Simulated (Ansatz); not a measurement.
This geometry of AlH₇OSi (10 atoms, charge 0, multiplicity 1) is a first-order saddle point.

Computed with RKS PBE-D4/def2-SVP (Ansatz).

```xyz
10
Properties=species:S:1:pos:R:3
Al -1.741 0.299 -0.206
H -1.706 -1.192 0.725
H -2.401 0.083 -1.643
H -2.016 1.563 0.730
H -0.626 -1.010 0.462
O 0.086 -0.273 -0.142
Si 1.746 0.061 -0.004
H 2.503 -1.225 -0.154
H 2.049 0.675 1.334
H 2.106 1.019 -1.102
```

Which two structures does it join? (They come from a converged band through this point; their orientation in space is the band's.)

Bonds broken: Al1–H2, H5–O6. Bonds formed: H2–H5. AlH7OSi becomes AlH5OSi + H2.

Initial state:

```xyz
10
Properties=species:S:1:pos:R:3
Al -1.695 0.202 0.001
H -2.390 -0.540 1.248
H -2.391 0.108 -1.446
H -0.820 1.540 0.325
H 0.136 -1.733 -0.378
O 0.035 -0.776 -0.219
Si 1.482 0.160 0.071
H 2.570 -0.859 -0.137
H 1.494 0.652 1.480
H 1.579 1.247 -0.945
```

Final state:

```xyz
10
Properties=species:S:1:pos:R:3
Al -1.510 0.525 -0.208
H -1.983 -1.666 0.576
H -2.226 0.164 -1.586
H -2.274 1.112 1.061
H -1.210 -1.647 0.570
O 0.207 0.448 -0.149
Si 1.858 0.305 -0.083
H 2.242 -1.152 -0.018
H 2.405 0.995 1.140
H 2.492 0.916 -1.304
```

How far does it lie above each of them?

36.4 kJ/mol above the first and 84.3 kJ/mol above the second. This is the barrier of this one path; another mechanism may lie lower. The orbitals stay closed-shell, which can raise the energy where a bond breaks towards radicals; this wasn't checked here.

Run time: 77 s on 2 threads of Intel(R) Xeon(R) Platinum 8488C (Sapphire Rapids) (shared host), peak memory 0.14 GiB.
